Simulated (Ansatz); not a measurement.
The input, for Ansatz 0.2.0:

```yaml
crystal:
  periodic: [false, false, false]
  atoms:
    - {symbol: B, position_ang: [-3.871821, 0.065644, 0.000000]}
    - {symbol: H, position_ang: [-4.999468, 2.018785, 0.000000]}
    - {symbol: H, position_ang: [-4.999470, -1.887495, 0.000000]}
    - {symbol: H, position_ang: [-1.316947, 0.065644, 0.000000]}
    - {symbol: Si, position_ang: [1.804837, 0.065644, 0.000000]}
    - {symbol: H, position_ang: [2.553979, -2.730191, 0.000000]}
basis:
  gaussian: {orbitals: cc-pVDZ}
magnetization: {spin_polarized: true, initial_magnetization: 1}
correlation: {method: mp2, electrons: outside_noble_gas}
output: {forces: true}
```

```sh
$ ansatz run in.yaml --threads 1 --pin off --events-out ev --progress --plain --max-ram 2393MiB
```

(1) How does this run end?

## Answers

(1) Converged. The input was made wrong on purpose (coordinates in the wrong unit), so the run isn't a sound calculation of what was asked.
```
492 factors; integrals over basis functions are off by at most 1.8e-3 eV
mean field evaluation 1: about -8573.3330 eV, gradient 1.3e1 eV
mean field evaluation 2: about -8573.3547 eV, gradient 1.3e1 eV
mean field evaluation 4: about -8577.3728 eV, gradient 5.2e0 eV
mean field evaluation 8: about -8579.2580 eV, gradient 2.8e0 eV
mean field evaluation 16: about -8582.1742 eV, gradient 1.7e0 eV
mean field evaluation 32: about -8581.4489 eV, gradient 6.1e0 eV
mean field evaluation 64: about -8582.4134 eV, gradient 2.9e-6 eV
mean field evaluation 96: about -8582.4559 eV, gradient 6.7e-6 eV
mean field evaluation 128: about -8582.4740 eV, gradient 4.4e-1 eV
mean field evaluation 160: about -8582.5231 eV, gradient 3.8e-2 eV
mean field evaluation 192: about -8581.9489 eV, gradient 2.3e0 eV
mean field evaluation 224: about -8582.4538 eV, gradient 3.5e-1 eV
mean field evaluation 256: about -8576.1149 eV, gradient 1.3e1 eV
mean field evaluation 288: about -8579.6662 eV, gradient 4.7e0 eV
mean field evaluation 320: about -8582.2306 eV, gradient 1.8e-2 eV
mean field evaluation 352: about -8582.2308 eV, gradient 4.0e-5 eV
mean field evaluation 384: about -8578.9949 eV, gradient 2.4e-4 eV
mean field -8582.52652330 eV, -315.4020322860 hartree, gradient 4.1e-6 eV, S^2 3.275766; 22 other end points of the search recorded, 0 dependent functions left out
6 core orbitals not correlated: weight in the atoms' cores, before any rotation towards them, 1.000 or more for the frozen orbitals, at most 0.000 for the correlated occupied ones
reference -8582.52652330 eV, -315.4020322860 hartree; 6, 5 occupied and 40, 41 virtual orbitals, 492 factors
second order -2.51464563 eV of doubles, -0.00000000 eV of singles
the calculation of the forces begins
Total energy: -8585.04116893 eV, -315.4944438084 hartree
Atom 0 at    -3.871821     0.065644     0.000000 Å, force    -1.107445    -0.000062     0.000000 eV/Å
Atom 1 at    -4.999468     2.018785     0.000000 Å, force     0.682089    -1.017571     0.000000 eV/Å
Atom 2 at    -4.999470    -1.887495     0.000000 Å, force     0.681215     1.017363    -0.000000 eV/Å
Atom 3 at    -1.316947     0.065644     0.000000 Å, force    -0.005954    -0.001464    -0.000000 eV/Å
Atom 4 at     1.804837     0.065644     0.000000 Å, force    -0.143231    -0.390202     0.000000 eV/Å
Atom 5 at     2.553979    -2.730191     0.000000 Å, force    -0.106675     0.391937     0.000000 eV/Å
Dipole moment:     0.233887     0.104153    -0.000000 e Å
```
